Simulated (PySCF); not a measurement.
# How the method moves the bond dissociation enthalpies of pyridazine

Structure: `c1ccnnc1` (C4H4N2). Coordinates in Å; atoms count from 1 in this order:
```
C     0.6765    0.8243    0.0674
C    -0.7066    0.7966    0.0502
C    -1.3085   -0.4597   -0.0548
N    -0.6226   -1.5954   -0.1370
N     0.6930   -1.5690   -0.1204
C     1.3306   -0.4068   -0.0219
H     1.2400    1.7569    0.1457
H    -1.3088    1.7058    0.1140
H    -2.3974   -0.5684   -0.0750
H     2.4231   -0.4718   -0.0148
```

All levels share the PBE0-D3(BJ)/def2-SVP structures and the GFN2-xTB thermal terms; only the single-point energies (PySCF) change. Values are bond dissociation enthalpies (298 K, kJ/mol).

| level | C3–H | C1–H |
| --- | --- | --- |
| OPBE/def2-TZVP | 433 | 434 |
| PBE-D3(BJ)/def2-TZVP | 434 | 435 |
| PBE0-D3(BJ)/def2-SV(P) | 436 | 448 |
| HSE06/def2-TZVP | 439 | 449 |
| PBE0-D3(BJ)/cc-pVDZ | 441 | 450 |
| PBE0-D3(BJ)/def2-SVP | 442 | 454 |
| PBE0-D3(BJ)/def2-TZVP | 442 | 452 |
| PBE0-D3(BJ)/ma-def2-TZVP | 442 | 452 |
| PBE0-D3(BJ)/def2-TZVPD | 442 | 452 |
| B97-2/def2-TZVP | 442 | 451 |
| PBE0-D3(BJ)/cc-pVTZ | 443 | 453 |
| PBE0-D3(BJ)/def2-TZVPP | 443 | 453 |
| PBE0-D3(BJ)/pcseg-2 | 443 | 453 |
| PBE0-D3(BJ)/ma-def2-SVP | 443 | 454 |
| PBE0-D3(BJ)/6-311+G** | 444 | 453 |
| PBE0-D3(BJ)/aug-pcseg-1 | 444 | 452 |
| PBE0-D3(BJ)/pcseg-1 | 445 | 455 |
| PBE0-D3(BJ)/6-31+G* | 446 | 454 |
| PBE0-D3(BJ)/6-31G* | 446 | 455 |
| B3LYP-D3(BJ)/def2-TZVP | 448 | 458 |
| BHandHLYP/def2-TZVP | 450 | 464 |
| PBE0-D3(BJ)/6-31G | 454 | 461 |
| ωB97X-D3(BJ)/def2-TZVP | 454 | 471 |
| LDA/def2-TZVP | 475 | 476 |

The widest spread is that of C1–H: 42 kJ/mol, from 434 to 476.
